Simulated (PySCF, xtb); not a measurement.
formic acid cation (CH2O2), SMILES O=CO (connectivity only; charge and spin as stated), charge +1, multiplicity 2. Atoms are numbered in the order given.

```xyz
5

O     -0.0842     1.0901     0.0000
C      0.4000    -0.0867     0.0000
O     -0.2698    -1.1415     0.0000
H     -1.0669     1.1374     0.0000
H      1.4988    -0.2056     0.0000
```
Charge +1, spin multiplicity 2.

Geometry: r2SCAN-D4/def2-TZVP. The multiplicity is an assumed one; other spin states were not compared. The values are those of a single conformer.

These are IEF-PCM-PBE0/def2-SVP in PySCF values and carry that method's errors.

The values are the electrostatic part of the solvation free energy, E(continuum) − E(gas) at the gas-phase geometry, in a cavity of scaled van der Waals radii (PySCF's table); cavitation and dispersion terms are not included.

Estimate the values in water (ε = 78.36), chloroform (ε = 4.71), N,N-dimethylformamide (ε = 37.22). (An estimate is asked for; the answer gives what the named calculation found.)


```csv
solvent,ε,ΔG(elec) (kcal/mol)
water,78.36,-75.6
chloroform,4.71,-59.7
"N,N-dimethylformamide",37.22,-74.5
```

For comparison, GFN2-xTB/ALPB(water) (xtb, at the GFN2-xTB geometry, all terms of that model) gives -81.8 kcal/mol.
